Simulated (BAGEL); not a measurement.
# SiF2 (SMILES F[Si]F): FCI/STO-3G (density fitting with qzvpp-jkfit)

Aim: the vertical singlet–triplet gap of SiF2 at FCI/STO-3G (density fitting with qzvpp-jkfit), from 2 runs. 

The results are computed with BAGEL 1.2.2.

5 further runs of the same task are left out: 5 set aside as unsound or not needed. Runs told in other sessions of the task aren't counted.

**1. The system as given**

SiF2 has 3 atoms, charge 0, and is taken as a singlet. As SMILES, `F[Si]F`. The shape is that of a PBE0-D4/def2-TZVP optimisation.

Bond lengths: F1–Si2 1.602 Å, Si2–F3 1.602 Å. Angles: F1–Si2–F3 100.6°.

**2. The energy at FCI/STO-3G (density fitting with qzvpp-jkfit)**

input.json

```json
{ "bagel": [

{
  "title": "molecule",
  "basis": "sto-3g",
  "df_basis": "qzvpp-jkfit",
  "angstrom": "true",
  "geometry": [
    { "atom": "F", "xyz": [       0.166300,       1.246800,       0.229400 ] },
    { "atom": "Si", "xyz": [      -0.594900,      -0.046400,      -0.330100 ] },
    { "atom": "F", "xyz": [       0.428600,      -1.200400,       0.100700 ] }
  ]
},

{ "title": "hf" },

{ "title": "fci", "nstate": 1, "ncore": 7 }

]}
```

Launch:

```sh
$ BAGEL_NUM_THREADS=1 BAGEL input.json > input.out
```

The log of the run:

```text
* using 1 threads per process

  ===============================================================
  ===============================================================

  *** Geometry ***

  { "atom" : "F", "xyz" : [      0.314261,      2.356111,      0.433503 ] },
  { "atom" : "Si", "xyz" : [     -1.124198,     -0.087683,     -0.623799 ] },
  { "atom" : "F", "xyz" : [      0.809937,     -2.268427,      0.190295 ] },

  Number of auxiliary basis functions:      282

  Since a DF basis is specified, we compute 2- and 3-index integrals:
    o Being stored without compression. Storage requirement is 0.001 GB

  Number of basis functions:       19
  Number of electrons      :       32

    * METHOD: MOLECULE                             0.05

  *** RHF ***

  === Nuclear Repulsion ===
   100.6584136052

      * DIIS with orbital gradients will be used.

  === RHF iteration (sto-3g) ===
      0       -481.59907761          0.02365207           0.00
      1       -481.67949877          0.00641314           0.00
      2       -481.68388996          0.00104289           0.00
      3       -481.68425024          0.00027032           0.00
      4       -481.68427115          0.00006050           0.00
      5       -481.68427189          0.00001010           0.00
      6       -481.68427192          0.00000113           0.00
      7       -481.68427192          0.00000026           0.00
      8       -481.68427192          0.00000006           0.00
      9       -481.68427192          0.00000001           0.00
     10       -481.68427192          0.00000000           0.01
    * SCF iteration converged.

    * Permanent dipole moment:
           (    0.304880,     0.023771,     0.169172) a.u.

    * METHOD: HF                                   0.08

  ---------------------------
        FCI calculation
  ---------------------------

  Performs exactly the same way as Knowles & Handy 1984 CPL

  o alpha-beta strings
      length:           440
  o size of the space
      determinant space:  48400
      spin-adapted space: 15730

  o single displacement lists (alpha)
      length:          7920
  o single displacement lists (beta)
      length:          7920

     guess   0:   closed 111111111...         open ............

  === FCI iteration ===

      0  0      -481.68427192     1.65e-03      0.09
      1  0      -481.75549325     9.10e-04      0.08
      2  0      -481.77114256     4.45e-04      0.08
      3  0      -481.77426221     2.52e-04      0.08
      4  0      -481.77507241     1.19e-04      0.08
      5  0      -481.77526595     5.89e-05      0.08
      6  0      -481.77531427     2.36e-05      0.08
      7  0      -481.77532386     1.16e-05      0.08
      8  0      -481.77532558     5.12e-06      0.08
      9  0      -481.77532595     2.21e-06      0.08
     10  0      -481.77532601     1.03e-06      0.08
     11  0      -481.77532603     4.93e-07      0.08
     12  0      -481.77532603     2.12e-07      0.08
     13  0      -481.77532603     8.43e-08      0.08
     14  0      -481.77532603     3.14e-08      0.08
     15  0      -481.77532603     1.23e-08      0.09
     16  0      -481.77532603     4.87e-09      0.08
     17  0      -481.77532603     2.17e-09      0.08
     18  0      -481.77532603     1.02e-09      0.08
     19  0      -481.77532603     4.08e-10      0.08
    ** throwing out 1 trial vectors **
     20  0      -481.77532603     1.52e-10      0.08
    ** throwing out 1 trial vectors **
     21  0 *    -481.77532603     5.67e-11      0.07

     * ci vector, state   0, <S^2> = 0.0000
       222222222...     0.9560317927
       22222222.2..    -0.0806782859
       22222b222a..    -0.0756270058
       22222a222b..    -0.0756270058
       22222222..2.    -0.0726678567
       222222.222..    -0.0501293313

    * METHOD: FCI                                  1.76

  ===============================================================
```

It took 2 s on 1 thread of Arm Neoverse V1, shared host.

**3. The triplet at the same level**

Changes to input.json since step 2:

```diff
@@ -6,3 +6,3 @@
   "df_basis": "qzvpp-jkfit",
-  "angstrom": "true",
+  "angstrom": true,
   "geometry": [
@@ -16,3 +16,3 @@
 
-{ "title": "fci", "nstate": 1, "ncore": 7 }
+{ "title": "fci", "nstate": 1, "ncore": 7, "nspin": 2 }
```

Launch:

```sh
$ BAGEL_NUM_THREADS=1 BAGEL input.json > input.out
```

The log of the run:

```text
* using 1 threads per process

  ===============================================================
  ===============================================================

  *** Geometry ***

  { "atom" : "F", "xyz" : [      0.314261,      2.356111,      0.433503 ] },
  { "atom" : "Si", "xyz" : [     -1.124198,     -0.087683,     -0.623799 ] },
  { "atom" : "F", "xyz" : [      0.809937,     -2.268427,      0.190295 ] },

  Number of auxiliary basis functions:      282

  Since a DF basis is specified, we compute 2- and 3-index integrals:
    o Being stored without compression. Storage requirement is 0.001 GB

  Number of basis functions:       19
  Number of electrons      :       32

    * METHOD: MOLECULE                             0.05

  *** RHF ***

  === Nuclear Repulsion ===
   100.6584136052

      * DIIS with orbital gradients will be used.

  === RHF iteration (sto-3g) ===
      0       -481.59907761          0.02365207           0.00
      1       -481.67949877          0.00641314           0.00
      2       -481.68388996          0.00104289           0.00
      3       -481.68425024          0.00027032           0.00
      4       -481.68427115          0.00006050           0.00
      5       -481.68427189          0.00001010           0.00
      6       -481.68427192          0.00000113           0.00
      7       -481.68427192          0.00000026           0.00
      8       -481.68427192          0.00000006           0.00
      9       -481.68427192          0.00000001           0.00
     10       -481.68427192          0.00000000           0.00
    * SCF iteration converged.

    * Permanent dipole moment:
           (    0.304880,     0.023771,     0.169172) a.u.

    * METHOD: HF                                   0.08

  ---------------------------
        FCI calculation
  ---------------------------

  Performs exactly the same way as Knowles & Handy 1984 CPL

  o alpha-beta strings
      length:           561
  o size of the space
      determinant space:  32670
      spin-adapted space: 23166

  o single displacement lists (alpha)
      length:          1980
  o single displacement lists (beta)
      length:         19800

     guess   0:   closed 11111111....         open ........11..

  === FCI iteration ===

      0  0      -481.57117658     1.96e-03      0.05
      1  0      -481.63211468     1.04e-03      0.05
      2  0      -481.64778760     4.94e-04      0.05
      3  0      -481.65020739     2.26e-04      0.05
      4  0      -481.65072635     1.01e-04      0.05
      5  0      -481.65084287     4.45e-05      0.06
      6  0      -481.65086714     2.28e-05      0.06
      7  0      -481.65087417     1.36e-05      0.06
      8  0      -481.65087588     7.12e-06      0.06
      9  0      -481.65087639     3.39e-06      0.05
     10  0      -481.65087651     1.59e-06      0.05
     11  0      -481.65087654     6.82e-07      0.05
     12  0      -481.65087654     3.15e-07      0.05
     13  0      -481.65087655     1.32e-07      0.05
     14  0      -481.65087655     6.34e-08      0.05
     15  0      -481.65087655     2.95e-08      0.05
     16  0      -481.65087655     1.19e-08      0.06
     17  0      -481.65087655     5.05e-09      0.06
     18  0      -481.65087655     2.11e-09      0.06
     19  0      -481.65087655     9.23e-10      0.06
    ** throwing out 1 trial vectors **
     20  0      -481.65087655     4.18e-10      0.05
    ** throwing out 1 trial vectors **
     21  0      -481.65087655     1.86e-10      0.05
    ** throwing out 1 trial vectors **
     22  0 *    -481.65087655     8.71e-11      0.05

     * ci vector, state   0, <S^2> = 2.0000
       22222222aa..    -0.9682581691
       222a222b2a.a     0.0539185034
       222a22a222..    -0.0512129781

    * METHOD: FCI                                  1.27

  ===============================================================
```

It took 1.5 s on 1 thread of Arm Neoverse V1, shared host.

**4. Outcome**

Level: FCI/STO-3G (density fitting with qzvpp-jkfit), 7 core orbitals frozen.

```
                                        quantity          value
                           singlet: total energy  -481.77533 Eh
                           triplet: total energy  -481.65088 Eh
vertical energy of the triplet above the singlet       3.386 eV
```

What this shows: At this shape the triplet lies 3.39 eV (78 kcal/mol) above the singlet. In a minimal basis such a difference can be off by several eV, whatever the method.
